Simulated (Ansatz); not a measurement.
A structure relaxed at PBE0-D4/def2-TZVP, charge 0, multiplicity 1:

Cartesian coordinates in Å:
```
C -0.0477 0.7270 -1.2411
C -0.3239 -0.5748 -1.2790
C -0.1967 -1.0537 0.1375
C 0.8377 -0.2024 0.8482
C 0.2462 1.0334 0.1982
C -0.5547 0.0865 1.0709
H -0.0296 1.4400 -2.0523
H -0.5870 -1.1875 -2.1288
H -0.3607 -2.0797 0.4423
H 1.6818 -0.4003 1.4927
H 0.5088 2.0191 0.5616
H -1.1741 0.1924 1.9497
```

Problem. Give its formula and SMILES.

Solution. C6H6, `C1=CC2C3C1C23`.

Problem. Point group (tolerance 0.08 Å, 0.16 Å for H)?

Solution. C2v.

Problem. Summarise the bond lengths by kind.

Solution. 8 × C–C 1.331 to 1.516 Å; 6 × C–H 1.080 to 1.083 Å.

All numbers were calculated with Ansatz.
